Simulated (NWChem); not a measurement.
All runs are NWChem calculations. System: ethylamine (C2H7N), charge 0, spin multiplicity 1, at a geometry optimised with B3LYP/def2-SVP. Level: B3LYP/def2-TZVP, VWN1-RPA local correlation.

The NWChem input:

```
start mol
memory heap 200 mb stack 900 mb global 1100 mb
geometry units angstroms nocenter noautoz noautosym
  C      1.189862     0.447027     0.011303
  C      0.040783    -0.549750    -0.100392
  N     -1.248409     0.128983     0.001725
  H      2.164973    -0.050799    -0.112107
  H      1.094044     1.233078    -0.753937
  H      1.192235     0.940224     0.998944
  H      0.190738    -1.357536     0.650916
  H      0.085684    -1.044018    -1.086936
  H     -2.013018    -0.537410    -0.109208
  H     -1.359664     0.529916     0.934784
end
basis spherical
  * library def2-tzvp
end
dft
  xc b3lyp
  semidirect memsize 60000000 filesize 0
  iterations 100
end
task dft energy
```

Output (cleaned and shortened):

```
             Northwest Computational Chemistry Package (NWChem) 7.3.0
             --------------------------------------------------------

                                NWChem Input Module
                                -------------------

 Scaling coordinates for geometry "geometry" by  1.889725989
 (inverse scale =  0.529177249)

                             Geometry "geometry" -> ""
                             -------------------------

 Output coordinates in angstroms (scale by  1.889725989 to convert to a.u.)

  No.       Tag          Charge          X              Y              Z
 ---- ---------------- ---------- -------------- -------------- --------------
    1 C                    6.0000     1.18986200     0.44702700     0.01130300
    2 C                    6.0000     0.04078300    -0.54975000    -0.10039200
    3 N                    7.0000    -1.24840900     0.12898300     0.00172500
    4 H                    1.0000     2.16497300    -0.05079900    -0.11210700
    5 H                    1.0000     1.09404400     1.23307800    -0.75393700
    6 H                    1.0000     1.19223500     0.94022400     0.99894400
    7 H                    1.0000     0.19073800    -1.35753600     0.65091600
    8 H                    1.0000     0.08568400    -1.04401800    -1.08693600
    9 H                    1.0000    -2.01301800    -0.53741000    -0.10920800
   10 H                    1.0000    -1.35966400     0.52991600     0.93478400

 Effective nuclear repulsion energy (a.u.)      82.6529129475

            Nuclear Dipole moment (a.u.)
            ----------------------------
        X                 Y               Z
 ---------------- ---------------- ----------------
    -0.0000018897    -0.0000037795    -0.0000056692


 Summary of "ao basis" -> "" (spherical)
 ------------------------------------------------------------------------------
       Tag                 Description            Shells   Functions and Types
 ---------------- ------------------------------  ------  ---------------------
 *                         def2-tzvp                  on all atoms
[...]
 Vector   13  Occ=2.000000D+00  E=-2.429955D-01
              MO Center= -9.9D-01,  5.4D-02, -5.4D-02, r^2= 1.7D+00
   Bfn.  Coefficient  Atom+Function         Bfn.  Coefficient  Atom+Function
  ----- ------------  ---------------      ----- ------------  ---------------
    69      0.272541   3 N  py               70     -0.270535   3 N  pz
    75      0.236257   3 N  py               72      0.226118   3 N  py
    76     -0.224417   3 N  pz               73     -0.220586   3 N  pz
   113      0.161805   7 H  s                66      0.158397   3 N  s
    67      0.147534   3 N  s               114      0.146968   7 H  s

 Vector   14  Occ=0.000000D+00  E= 2.705437D-02
              MO Center= -7.3D-01, -3.0D-01,  4.7D-01, r^2= 6.7D+00
   Bfn.  Coefficient  Atom+Function         Bfn.  Coefficient  Atom+Function
  ----- ------------  ---------------      ----- ------------  ---------------
    36      1.951461   2 C  s                 5      1.580076   1 C  s
    67      1.146950   3 N  s               114     -1.106218   7 H  s
   126     -1.011540   9 H  s               120     -0.961281   8 H  s
   108     -0.919756   6 H  s               132     -0.920404  10 H  s
    96     -0.742118   4 H  s               102     -0.635144   5 H  s

 Vector   15  Occ=0.000000D+00  E= 6.359118D-02
              MO Center=  3.2D-01,  1.4D-02,  7.8D-03, r^2= 8.3D+00
   Bfn.  Coefficient  Atom+Function         Bfn.  Coefficient  Atom+Function
  ----- ------------  ---------------      ----- ------------  ---------------
     5      4.339465   1 C  s               108     -1.558744   6 H  s
    67     -1.541972   3 N  s                96     -1.429939   4 H  s
   102     -1.423939   5 H  s               126      0.935657   9 H  s
    43     -0.796391   2 C  px              120     -0.642861   8 H  s
    44     -0.524883   2 C  py              132      0.477413  10 H  s

 Vector   16  Occ=0.000000D+00  E= 7.409569D-02
              MO Center= -2.6D-01, -2.9D-01,  1.2D-01, r^2= 7.2D+00
   Bfn.  Coefficient  Atom+Function         Bfn.  Coefficient  Atom+Function
  ----- ------------  ---------------      ----- ------------  ---------------
    36      3.872887   2 C  s                 5     -2.268003   1 C  s
   120     -2.016271   8 H  s               132      1.269191  10 H  s
   108      1.185210   6 H  s                67     -1.103179   3 N  s
   114     -0.766650   7 H  s                12      0.697740   1 C  px
   126     -0.614795   9 H  s                45     -0.384510   2 C  pz

 center of mass
 --------------
 x =  -0.05654451 y =   0.01194010 z =  -0.02174037

 moments of inertia (a.u.)
 ------------------
          58.671992304210         -22.351195062366           2.989453496325
         -22.351195062366         201.282880579430          -5.557212134421
           2.989453496325          -5.557212134421         229.828326481841

     Multipole analysis of the density
     ---------------------------------

     L   x y z        total         alpha         beta         nuclear
     -   - - -        -----         -----         ----         -------
     0   0 0 0      0.000000    -13.000000    -13.000000     26.000000

     1   1 0 0     -0.030928     -0.015463     -0.015463     -0.000002
     1   0 1 0     -0.369147     -0.184572     -0.184572     -0.000004
     1   0 0 1      0.359971      0.179988      0.179988     -0.000006

     2   2 0 0    -14.953958    -65.800314    -65.800314    116.646670
     2   1 1 0      1.137895     -7.113600     -7.113600     15.365094
     2   1 0 1     -1.208957      0.923316      0.923316     -3.055589
     2   0 2 0    -16.086598    -24.181629    -24.181629     32.276660
     2   0 1 1      1.006743     -1.609744     -1.609744      4.226230
     2   0 0 2    -15.288944    -15.020515    -15.020515     14.752087

 Task  times  cpu:        9.0s     wall:        9.0s

 Total times  cpu:        9.0s     wall:        9.0s
```
